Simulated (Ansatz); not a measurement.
# fcc Ni

Computed with RPBE (Ansatz, a quantum-chemistry and plane-wave program, plane waves, PAW).

Settings: plane-wave cutoff 520 eV, 26×26×26 k mesh, Fermi–Dirac smearing 0.05 eV, spin-polarised with parallel moments, scalar-relativistic PAW data made under PBE.

Cell: relaxed at this level.

- volume per atom = 11.21 Å³/atom
- bulk modulus B0 = 179 GPa
- lattice constant a = 3.553 Å
- band gap = none
- magnetic moment per atom (the cell's total over its atoms) = 0.66 μB
- pressure derivative B′ of the bulk modulus = 4.9

Measured, for comparison: equilibrium volume per atom 10.79 Å³/atom, lattice constant a 3.508 Å (static lattice: zero-point anharmonic expansion removed; as tabulated in Mejia-Rodriguez and Trickey (2018), arXiv:1807.09216); bulk modulus 192 GPa (0 K value with the zero-point phonon effect removed, our sources range from 186 to 195; as tabulated in Mejia-Rodriguez and Trickey (2018), arXiv:1807.09216). Computed (rounded) less measured: equilibrium volume per atom +3.9 %, bulk modulus -7 % (-4 % to -8 % over the range), lattice constant a +1.3 %.

Moments are spin moments.
